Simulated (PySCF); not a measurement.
Compound: C4H9NO.
Atom-mapped SMILES: `[CH3:1][CH2:2][CH2:3][C:4]([NH2:5])=[O:6]` (hydrogens: H7, H8, H9 on C1; H10, H11 on C2; H12, H13 on C3; H14, H15 on N5)

A linear-response calculation (PySCF, def2-SVPD basis, gas phase, vertical, core orbitals frozen in the response) gave these numbers; the functional is withheld.

Orbital energies (eV): HOMO-3 -9.42, HOMO-2 -9.05, HOMO-1 -7.69, HOMO -7.14, LUMO 0.18, LUMO+1 0.28, LUMO+2 0.71.

| state | E (eV) | f | main configurations (H = HOMO, L = LUMO) |
| --- | --- | --- | --- |
| S1 | 5.64 | 0.0002 | H→L+1 (92%) |
| S2 | 6.45 | 0.026 | H→L (92%) |
| S3 | 6.82 | 0.0089 | H-1→L (90%) |
| S4 | 7.07 | 0.016 | H→L+2 (77%), H-1→L+1 (16%) |
| S5 | 7.43 | 0.073 | H-1→L+1 (54%), H→L+3 (19%), H→L+2 (15%) |
| S6 | 7.64 | 0.015 | H-1→L+2 (61%), H→L+3 (28%) |

Triplets, Tamm–Dancoff:

```json
{"state": "T1", "E (eV)": "5.17", "λ (nm)": "239.9", "main configurations (H = HOMO, L = LUMO)": "H→L+1 (91%)"}
{"state": "T2", "E (eV)": "5.62", "λ (nm)": "220.7", "main configurations (H = HOMO, L = LUMO)": "H-1→L+1 (87%)"}
{"state": "T3", "E (eV)": "6.37", "λ (nm)": "194.7", "main configurations (H = HOMO, L = LUMO)": "H→L (92%)"}
{"state": "T4", "E (eV)": "6.59", "λ (nm)": "188.2", "main configurations (H = HOMO, L = LUMO)": "H-1→L (83%), H-1→L+2 (9%)"}
```

Vertical ionisation energy by ΔSCF with the same functional: 9.66 eV. Mean static polarisability: 62.9 au.

Problem. Which of these was used?
A. PBE
B. HF
C. CAM-B3LYP
D. B3LYP

Solution. D. B3LYP is a global hybrid with 20% exact exchange. In this run −ε(HOMO) = 7.14 eV differs from the ΔSCF value by -2.51 eV, and S1 differs from the orbital gap of 7.33 eV by -1.68 eV. The ratio −ε(HOMO)/IP is 0.74. Small neutral molecules mostly give 0.67 to 0.83 with B3LYP, 0.5 to 0.7 with PBE, 0.85 to 0.93 with CAM-B3LYP; with Hartree–Fock the ratio is 1 or more (Koopmans' value less the relaxation energy is the ΔSCF value). The other options: PBE, a GGA without exact exchange; HF, time-dependent Hartree–Fock, 100% exact exchange; CAM-B3LYP, range-separated, 19% exact exchange at short range and 65% at long range (ω = 0.33 bohr⁻¹).

Computed, not measured: TDDFT B3LYP/def2-SVPD, vertical, gas phase, core orbitals frozen in the response in PySCF 2.14.0, density-fitted response routines. Geometry: PBE0-D3(BJ)/def2-SVP, one conformer, isolated molecule.

On an Arm Neoverse V1 with one thread, shared host with 32 logical CPUs at a one-minute load of 18, this took 87 s wall and 0.88 GiB of memory at its peak.

Shape of the structure used: `[CH3:1][CH2:2][CH2:3][C:4]([NH2:5])=[O:6]`: C1–C2–C3–C4 -176°, C2–C3–C4–N5 -171°, H–N5–C4–C3 1°, H–N5–C4–C3 -178°.
